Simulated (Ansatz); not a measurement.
## Redistribution: C2H5FO + C3H8O2 → C2H6O2 + C3H7FO

Species: C2H5FO `COCF`, singlet; C3H8O2 `CC(O)CO`, singlet; C2H6O2 `COCO`, singlet; C3H7FO `CC(O)CF`, singlet. The partners trade F for OH; both sit on C, so the bond types are kept.

Shapes, held fixed at every level: PBE0-D4/def2-TZVP. Flexible molecules stand in one conformer, not always the lowest. Programs: Ansatz 0.2.0. Electronic energies: no zero-point or thermal term.

```tsv
level	kind	ΔE (kJ/mol)	less CCSD(T)/CBS estimate
HF/def2-TZVPP	Hartree–Fock	+3.2	-1.2
PBE-D4/def2-TZVPP	GGA	+3.8	-0.6
r2SCAN-D4/def2-TZVPP	meta-GGA	+3.9	-0.5
B3LYP-D4/def2-TZVPP	global hybrid	+3.4	-1.0
wB97X-V/def2-TZVPP	range-separated hybrid	+3.4	-1.0
B2PLYP/def2-TZVPP	double hybrid	+4.0	-0.4
CCSD(T)/def2-TZVPP	coupled cluster or CI	+4.0	-0.4
CCSD(T)/CBS estimate	coupled cluster or CI	+4.4	0.0
```

The highest level, CCSD(T)/CBS estimate, gives ΔE = +4.4 kJ/mol; the levels span +3.2 to +4.4. The column of differences is taken from that level and isn't an error. No measured value is set beside it here. The CBS estimate extrapolates MP2 from def2-TZVPP and def2-QZVPP and adds CCSD(T) − MP2 in the triple-zeta set, cores frozen.
